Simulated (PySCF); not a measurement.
**Potential energy of OH⁺ along the bond**

Set-up: basis H def2-TZVPPD, O def2-TZVPPD; no relativity; PySCF 2.14. Energies in eV from H⁺ + O in their ground configurations at the same level. State: ³Σ⁻ (triplet), unpaired electrons π ↑↑.

```
R (Å)  r²SCAN  UHF-MP2     UHF
0.888  -4.754   -4.770  -4.849
0.930  -5.023   -5.024  -5.078
0.971  -5.179   -5.163  -5.193
1.002  -5.237   -5.209  -5.221
1.033  -5.257   -5.216  -5.209
1.064  -5.244   -5.190  -5.167
1.105  -5.188   -5.117  -5.071
1.157  -5.072   -4.977  -4.908
1.219  -4.887   -4.762  -4.670
1.302  -4.595   -4.423  -4.317
```

Task: Put a parabola through the three lowest points of the r²SCAN curve and estimate Re, k and ωe (reduced mass 0.9481 u; 1 eV/Å² = 0.16022 mdyn/Å; ωe = 1302.8·√(k/μ) cm⁻¹).

Result: Through R = 1.002, 1.033, 1.064 Å the second-order coefficient is 17.2 eV/Å², so Re ≈ 1.036 Å, k ≈ 5.50 mdyn/Å and ωe ≈ 3138 cm⁻¹. A polynomial fit of higher order to the unrounded r²SCAN energies gives Re = 1.035 Å, k = 5.22 mdyn/Å, ωe = 3058 cm⁻¹; anharmonicity and rounding make the difference.

The higher-order fit for each curve: r²SCAN: Re = 1.035 Å, ωe = 3058 cm⁻¹, De = 5.26 eV; UHF-MP2: Re = 1.023 Å, ωe = 3199 cm⁻¹, De = 5.22 eV; UHF: Re = 1.008 Å, ωe = 3352 cm⁻¹, De = 5.22 eV.

Correlated steps freeze 1 core orbital. For an ion De counts to the pair picked by the measured ionisation energies or electron affinities, which need not be the lowest pair at this level. The state was picked by a PBE0 search and need not be the measured ground state.
